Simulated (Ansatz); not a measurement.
We consider fcc Pt, described by PBE-D4 (plane waves, PAW; Ansatz, a first-principles code).

The input as run:

Ansatz 0.2 input:
```yaml
crystal:
  lattice:
    - [0.0, 1.9928040535, 1.9928040535]
    - [1.9928040535, 0.0, 1.9928040535]
    - [1.9928040535, 1.9928040535, 0.0]
  atoms:
    - { symbol: Pt, position: [0.0, 0.0, 0.0] }
basis:
  ecutwfc: 520
  ecutrho_ratio: 4
  xc_grid: 2
kpoints:
  mp_grid: { grid: [24, 24, 24] }
hamiltonian:
  xc: pbe
  dispersion: d4
  pseudopotentials: { kind: paw }
scf:
  occupations: { method: fermi_dirac, width: 0.05 }
  convergence: { dr2_threshold: 0.0000000001 }
output:
  forces: false
  stress: true
  eigenvalues: true
```

How many irreducible k-points, plane waves at Γ does the program set up, and what pressure does the run end with?

413 irreducible k-points, 411 plane waves at Γ; P = -9.70 GPa, so the cell is stretched on average and its volume would shrink at this level.

From the output:

```
Crystal: 1 atoms, lattice volume = 15.828 Å³
Basis set: ecut = 520 eV, 411 PW (Γ), exchange–correlation on 48×48×48 points (8 copies of the dense FFT grid, shifted against one another)
Bands: 13, of which v1, the nominal top of the filled ones, is band 9 counted from 1 (8 counted from 0)
Symmetry: 48 space group operations
Space group: Fm-3m (ITA 225), of the structure as read, at distance tolerance 2.5e-5 Å
k-points: 413 of 13824
Functional: x = pbe(κ = 0.804, μ = 0.2195149727645171), c = pbe(β = 0.06672455060314922)
SCF iter   1: F=—  HF=-12523.760820 eV  |F-HF|=—  |Δ(HF+E_count)|=         —  Δρ=3.64e-3  dr2=3.55e-4
SCF iter   2: F=—  HF=-12523.761256 eV  |F-HF|=—  |Δ(HF+E_count)|=   4.36e-4  Δρ=1.98e-3  dr2=1.13e-4
  ...
SCF iter   6: F=—  HF=-12523.761395 eV  |F-HF|=—  |Δ(HF+E_count)|=   1.29e-8  Δρ=5.02e-6  dr2=1.57e-9
SCF iter   7: F=-12523.761395 eV  HF=-12523.761395 eV  |F-HF|=3.09e-11  |Δ(HF+E_count)|=   1.15e-9  Δρ=6.74e-7  dr2=1.57e-11
SCF 1 converged in 7 iterations: F = -12523.761395 eV  dr2 = 1.57e-11
SCF converged after 7 iterations
Free energy (F): -12523.761395 eV
Internal energy: -12523.743953 eV  (E = F + TS)
E sigma→0 (E₀):  -12523.752674 eV
Fermi energy:    21.928428 eV
--- Stress (GPa, compression-positive) ---
       -9.697591       0.000000       0.000000
       -0.000000      -9.697591      -0.000000
       -0.000000      -0.000000      -9.697591
  P = ⅓ Tr σ = -9.6976 GPa (-96.976 kbar)
```

The cell is one volume of an energy–volume scan, off the minimum.
